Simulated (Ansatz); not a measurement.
Reaction (ligand exchange at the Al–C bond): `C=[CH][AlH2]` + `[AlH2][SH]` → `[AlH2][S][AlH2]` + `C=C`

Gas-phase electronic energies from Ansatz, PBE0-D4/def2-TZVP geometries. CCSD(T)/CBS is the MP2 limit (def2-TZVPP, def2-QZVPP) plus CCSD(T) − MP2 in def2-TZVPP, frozen cores. This one scheme is used for every species. Functionals use def2-TZVPP. B3LYP here is the variant with VWN-RPA as its local correlation; programs differ in this. HSE06 is defined as in plane-wave codes.

```
             level  ΔE (kJ/mol)  difference from CCSD(T)/CBS
       LDA (SPW92)       -112.9                          5.4
            PBE-D4       -114.0                          4.3
         revPBE-D4       -111.9                          6.4
         r2SCAN-D4       -117.9                          0.4
            B97M-V       -114.0                          4.3
           PBE0-D4       -117.3                          1.0
          B3LYP-D4       -113.0                          5.3
        r2SCANh-D4       -118.7                         -0.4
        r2SCAN0-D4       -119.8                         -1.5
          BHLYP-D4       -117.9                          0.4
      CAM-B3LYP-D4       -112.1                          6.2
           ωB97X-V       -114.1                          4.2
           ωB97M-V       -114.1                          4.2
            B2PLYP       -113.9                          4.4
          PBE-QIDH       -119.1                         -0.8
               PBE       -113.0                          5.3
            revPBE       -112.0                          6.3
              BLYP       -107.8                         10.5
            r2SCAN       -117.7                          0.6
              PBE0       -116.4                          1.9
             B3LYP       -111.3                          7.0
           r2SCAN0       -119.6                         -1.3
             HSE06       -116.5                          1.8
             BHLYP       -114.8                          3.5
           LC-ωPBE       -116.0                          2.3
RPA@PBE/def2-TZVPP       -107.5                         10.8
      MP2/def2-SVP       -116.4                          1.9
     CCSD/def2-SVP       -114.7                          3.6
  CCSD(T)/def2-SVP       -114.3                          4.0
     HF/def2-TZVPP       -117.2                          1.1
    MP2/def2-TZVPP       -117.8                          0.5
SCS-MP2/def2-TZVPP       -115.2                          3.1
   CCSD/def2-TZVPP       -114.3                          4.0
CCSD(T)/def2-TZVPP       -114.6                          3.7
     HF/def2-QZVPP       -116.9                          1.4
    MP2/def2-QZVPP       -119.9                         -1.6
SCS-MP2/def2-QZVPP       -117.4                          0.9
      HF/CBS(def2)       -116.9                          1.4
     MP2/CBS(def2)       -121.6                         -3.3
    CCSD/CBS(def2)       -118.1                          0.2
       CCSD(T)/CBS       -118.3                            0
```

Problem. What do rigid-rotor, harmonic-oscillator terms from PBE0-D4/def2-TZVP frequencies (298.15 K, 1 bar) make of the CCSD(T)/CBS value? (Best estimate.)

Solution. Computed: ΔZPE = +7.6 kJ/mol, ΔH = -109.9 kJ/mol, ΔS = -14 J/(mol·K), ΔG = -105.8 kJ/mol.

Largest T1 diagnostic among the species: 0.011.

From BLYP to BHLYP (50 % exact exchange), in def2-TZVPP and without D4, ΔE moves by −7.0 kJ/mol. At CCSD(T), def2-SVP lies +4.1 kJ/mol from the extrapolated value and def2-TZVPP +3.8 kJ/mol.
